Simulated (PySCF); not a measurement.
A spin–spin coupling run with PySCF 2.14.0 with density-fitted response routines (density fitting, non-relativistic, gas phase) on Boron monofluoride, BF:

```
{"job": {"kind": "j", "xc": "PBE", "basis": "pcJ-1"}, "charge": 0, "multiplicity": 1}
B      0.634136    -0.007359    -0.003860
F     -0.628616     0.009899    -0.024440
```

Hardware: 1 thread of an Arm Neoverse V1, shared host. The job also computes field gradients.

Q: How large is the calculation?

A: 14 electrons, 54 basis functions and 184 auxiliary functions.

Q: How long does it take?

A: 0.7 s of wall time, with 12 SCF cycles. Times on a shared host scatter by some tens of per cent.

Q: And these other runs on the same molecule and hardware: spin–spin coupling at B3LYP/aug-cc-pVTZ-J; spin–spin coupling at B3LYP/def2-TZVP; spin–spin coupling at B3LYP/pcJ-2; spin–spin coupling at CAM-B3LYP/pcJ-1; spin–spin coupling at KT2/pcJ-1?

A: B3LYP/aug-cc-pVTZ-J: 92 functions, 1 s; B3LYP/def2-TZVP: 62 functions, 0.7 s; B3LYP/pcJ-2: 102 functions, 1 s; CAM-B3LYP/pcJ-1: 54 functions, 0.6 s; KT2/pcJ-1: 54 functions, 0.7 s.
